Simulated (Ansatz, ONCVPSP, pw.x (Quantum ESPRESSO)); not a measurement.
# From atom to crystal: ONCV potential for N (Z = 7)

nitrogen, optimised norm-conserving Vanderbilt (ONCV), made with ONCVPSP 4.0.1.1 (patched build) (PBEsol, scalar-relativistic). Core [He], reference 2s2 2p3. Waves: 2s: rc 0.90 bohr, ncon 4, nbas 7, qcut 8.8 1/bohr, 2 projectors, debl 3.3 Ha; 2p: rc 2.10 bohr, ncon 4, nbas 9, qcut 6 1/bohr, 1 projector; d scattering state at 0.11 Ha: rc 1.55 bohr, ncon 4, nbas 8, qcut 5.5 1/bohr, 2 projectors, debl 1.2 Ha. Local part: polynomial inside 0.60 bohr (lpopt 5, dvloc0 4 Ha). Core correction: Teter function, fcfact 1.75, rcfact 1.15.

Atomic tests: cutoffs needed: 31 Ha and 40 Ha (the cutoffs (Ha) at which the residual kinetic energy of the hardest occupied pseudo-wave falls to 1 and 0.1 mHa per electron); ghost test: no bound ghost flagged; no localised positive-energy state flagged; largest excitation error: +2318 meV (all-electron minus pseudo) for 2s2 2p0, out of 4 test configurations.

Crystal test: bcc N in pw.x 7.5, no spin, 18³ k-points, Fermi–Dirac smearing 0.01 Ry, cutoffs 95/380 Ry. The reference is all-electron LAPW (Ansatz 0.2.0) with the same functional, mesh and smearing; V0 and B0 come from Birch–Murnaghan fits to the pressures at five volumes. Errors are pseudo minus all-electron; Δ is the rms difference of the E(V) curves that follow from these fits, minima aligned, over ±6 % about the mean V0. Mesh and smearing are coarse, so the numbers serve the comparison and aren't converged zero-temperature values; the lattice is a test structure that the element need not adopt. Spin polarisation is left out.

| V (Å³/atom) | P all-electron (GPa) | P pseudo (GPa) |
| --- | --- | --- |
| 6.552 | 11.27 | 14.56 |
| 6.725 | 4.87 | 8.07 |
| 6.897 | -0.77 | 2.32 |
| 7.069 | -5.74 | -2.76 |
| 7.242 | -10.12 | -7.25 |

All-electron: a0 = 2.395 Å (V0 = 6.87 Å³/atom), B0 = 214.6 GPa.

Pseudopotential: mean pressure error (GPa): +3.08; a0 (Å): 2.407; a0 error (%): +0.49; B0 error (%): -3.7; Δ (meV/atom): 4.6. The largest radius (2.10 bohr) exceeds half the bond length (1.96 bohr), so the spheres overlap, which is one possible source of error among others.

Task: At the middle volume, how do free energy and pressure move when the wave cutoff is lowered (ecutrho kept at four times it)?

Result:

```csv
cutoff (Ry),shift of F (meV/atom),shift of P (GPa)
43,+452.1,-30.81
57,+95.3,-10.40
76,+5.1,-1.16
```

The run at the middle volume (195 k-points, 5 iterations) took about 6 s on one core of a shared host (Intel(R) Xeon(R) 6975P-C, 192 threads, 378 GiB, load 25).
